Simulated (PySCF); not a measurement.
Ligands exchanged one at a time, B Cl-NH2. Gas-phase values, no solvent. Strings in code marks are SMILES.

Method: TPSSh-D3(BJ)/def2-TZVP // CAM-B3LYP-D3(BJ)/def2-TZVP (PySCF 2.14.0). All candidates: neutral, multiplicity 1. Delta-SCF ions had no search for a lower state. Excitations are Tamm–Dancoff values on a coarser integration grid. The basis has no diffuse functions, so Rydberg states are missing or too high.

The vertical ionisation energy (Delta-SCF) comes out as 10.54 eV and the T1 excitation (TDA) is 6.13 eV. The S1 excitation (TDA) comes out as 7.12 eV.

Task: Identify which member has these values.
A. `NB(N)Cl`
B. `NB(Cl)Cl`
C. `ClB(Cl)Cl`

Result: B, `NB(Cl)Cl`. The others give `ClB(Cl)Cl`: 11.06 eV, 5.35 eV, 5.55 eV; `NB(N)Cl`: 9.37 eV, 6.22 eV, 6.47 eV
